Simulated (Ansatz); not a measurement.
```xyz
3

N     0.0000    0.0000   -1.2320
N     0.0000    0.0000   -0.0609
O     0.0000    0.0000    1.1312
```

Basis set: pcseg-2 (spherical functions). Charge 0, multiplicity 1.

Computed with Ansatz (development build ahead of 0.2.0); free ground-state atoms in the same class of orbitals, no zero-point energy, no relativity. Restricted functionals stand beside restricted open-shell atoms, which can lie above the unrestricted atoms usual in DFT and then raise those values.

The atomization energy of singlet N₂O from measured heats of formation, zero-point and thermal terms removed is 11.733 eV (G2/97 set, Curtiss et al., J. Chem. Phys. 106, 1063 (1997), as shipped with ASE); it holds spin-orbit and other relativistic effects.

Task: How far do ωB97X (restricted), r²SCAN (restricted) miss it in this basis?

Result:

```json
{"method": "ωB97X (restricted)", "atomization energy (eV)": "11.851", "computed − measured (eV)": "0.118"}
{"method": "r²SCAN (restricted)", "atomization energy (eV)": "12.058", "computed − measured (eV)": "0.325"}
```
